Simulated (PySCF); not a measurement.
Species: formic acid, CH2O2.
Numbering: `[O:1]=[CH:2][OH:3]` (hydrogens: H4 on C2; H5 on O3)

Method used: CAM-B3LYP/6-31+G* geometry optimisation, gas phase (PySCF).

(1) List the bond lengths, angles and torsions at this level.

## Answers

(1) 
```json
{"bond": "O1=C2", "length (bohr)": "2.273", "order": "double"}
{"bond": "C2–O3", "length (bohr)": "2.533", "order": "single"}
{"bond": "C2–H4", "length (bohr)": "2.073", "order": "single"}
{"bond": "O3–H5", "length (bohr)": "1.844", "order": "single"}
```

Orders are formal, as drawn. A selection of angles:
```json
{"angle": "O1–C2–O3", "degrees": "124.8"}
{"angle": "O1–C2–H4", "degrees": "125.1"}
{"angle": "O3–C2–H4", "degrees": "110.2"}
{"angle": "C2–O3–H5", "degrees": "108.0"}
```

Torsions: H5–O3–C2–O1 0° (synperiplanar).

The C–O distances run from 1.203 Å (O1=C2, drawn double) to 1.340 Å (C2–O3, drawn single), a spread of 0.137 Å.

Point group: Cs (tolerance 0.08 Å). Stationary, but not proved a minimum. The numbers are those of one conformer (O1–C2–O3–H 0°).

Hardware: one thread, Arm Neoverse V1 (aarch64), no GPU (shared host). Cost: 5.4 s, 0.29 GiB resident at most. These figures are those of the optimisation.
